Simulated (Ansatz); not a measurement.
# BNHS (quartet): wave-function methods side by side at distance B1–S2 = 3.760 Å, cc-pVDZ

An exercise on one series of results from a longer session: the logs are not shown, and one member is left open.

The runs use Ansatz 0.2.0, Gaussian basis; cc-pVDZ, core rule «outside noble gas», up to 7 orbitals frozen.

To be run: UHF; CCSD(T) on ROHF; CCSD(T) on UHF; BCCD(T) on ROHF; CISD; CCSDT(Q) on ROHF; CCSDT(Q) on UHF; CASSCF and MRCISD+Q, 5 electrons in 5 orbitals; CASSCF and NEVPT2, 5 electrons in 5 orbitals.

42 further runs of the same task are left out: 5 for a known fault of the program, 1 for a mislabelled method, 29 that didn't finish, 7 set aside as unsound or not needed.

### The system

The geometry derives from a PBE0/def2-TZVP stationary point (not a proven minimum). One bond is set to the value named and the two fragments are kept rigid.

4 atoms, charge 0, spin multiplicity 4.

Atoms are counted from 1 here; the program's logs count them from 0.

Bond lengths: S2–N3 1.651 Å, N3–H4 1.029 Å. Angles: S2–N3–H4 104.0°.

The first run:

File in.yaml:

```yaml
crystal:
  periodic: [false, false, false]
  atoms:
    - {symbol: B, position_ang: [0.000000, -1.669024, 2.772058]}
    - {symbol: S, position_ang: [0.000000, 0.658576, -0.180886]}
    - {symbol: N, position_ang: [0.000000, -0.251405, -1.558772]}
    - {symbol: H, position_ang: [0.000000, 0.444406, -2.316963]}
basis:
  gaussian: {orbitals: cc-pVDZ}
magnetization: {spin_polarized: true, initial_magnetization: 3}
hamiltonian: {xc: hf}
output: {orbitals: {seedname: orbitals}}
```

Command:

```bash
> ansatz run in.yaml --threads 1 --pin off --events-out ev --progress --plain --max-ram 2393MiB
```

Among the steps run: UHF; CCSD(T) on ROHF; CCSD(T) on UHF; BCCD(T) on ROHF; CISD; CCSDT(Q) on ROHF; CCSDT(Q) on UHF; CASSCF and MRCISD+Q, 5 electrons in 5 orbitals; CASSCF and NEVPT2, 5 electrons in 5 orbitals.

One of the session's tables, all rows but one given; the rest of the session is left out.

| method | from UCCSDT(Q) (kcal/mol) |
| --- | --- |
| ROHF | +235.65 |
| UHF | +227.04 |
| RMP2 | +41.77 |
| UMP2 | +42.73 |
| CISD | +36.88 |
| RCCSD | +8.78 |
| UCCSD | ? |
| RCCSD(T) | +1.73 |
| UCCSD(T) | +1.72 |
| BCCD(T) | +1.50 |
| RCCSDT | +0.75 |
| UCCSDT | +0.72 |
| RCCSDT(Q) | +0.06 |
| UCCSDT(Q) | 0 |

Q: Estimate the row for UCCSD from the others.

**Answer.** from UCCSDT(Q) (kcal/mol): +8.50. In the column «from UCCSDT(Q) (kcal/mol)» it lies between RCCSD(T) (+1.73) and RCCSD (+8.78).

Not comparable, so not listed: CASSCF and NEVPT2, 5 electrons in 5 orbitals (they don't share determinant, frozen orbitals or solution with the rows shown, or repeat one).

To keep in mind: Left out of the table: CASSCF pair, MRCISD pair, MRCISD+Q pair (the active space lost an orbital or holds another state than full CI finds). Restricted and unrestricted rows rest on different reference determinants; where their highest levels disagree by more than a few hundredths of an eV, they describe different states and don't form one ladder. Warnings in the runs' records: passed over end.
